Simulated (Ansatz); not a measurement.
# AlN2+ (quintet): the correlation ladder, def2-TZVPP

One table from this session's results is given with a row withheld; the runs are named, their logs left out.

Method: def2-TZVPP, core rule «outside noble gas», up to 7 orbitals frozen; program: Ansatz 0.2.0, Gaussian basis.

The runs, in order: UHF; ROHF; CCSD(T) on UHF.

**The system**

The geometry is a PBE0/def2-TZVP stationary point (not a proven minimum) of the parent state, kept for this charge and spin.

3 atoms, charge 1, spin multiplicity 5.

Atoms are counted from 1 here; the program's logs count them from 0.

Bond lengths: N1–Al2 1.795 Å, Al2–N3 1.795 Å. Angles: N1–Al2–N3 180.0°.

Set-up of the first run:

in.yaml

```yaml
crystal:
  periodic: [false, false, false]
  atoms:
    - {symbol: N, position_ang: [0.000000, 0.000000, 1.795300]}
    - {symbol: Al, position_ang: [0.000000, 0.000000, 0.000000]}
    - {symbol: N, position_ang: [0.000000, 0.000000, -1.795300]}
basis:
  gaussian: {orbitals: def2-TZVPP}
total_charge: 1
magnetization: {spin_polarized: true, initial_magnetization: 4}
hamiltonian: {xc: hf}
output: {orbitals: {seedname: orbitals}}
```

Started as:

```console
> ansatz run in.yaml --threads 1 --pin off --events-out ev --progress --plain --max-ram 4096MiB --backend cpu
```

Steps of the session up to this table: UHF; ROHF; CCSD(T) on UHF.

One of the session's tables, all rows but one given; the rest of the session is left out.

```
  method  from UCCSD(T) (kcal/mol)
    ROHF                         ?
     UHF                   +210.95
    UMP2                    +30.41
   UCCSD                     +7.48
UCCSD(T)                         0
```

**Question.** Estimate the row for ROHF.

The run gave: from UCCSD(T) (kcal/mol): +217.97. In the column «from UCCSD(T) (kcal/mol)» it is the highest.
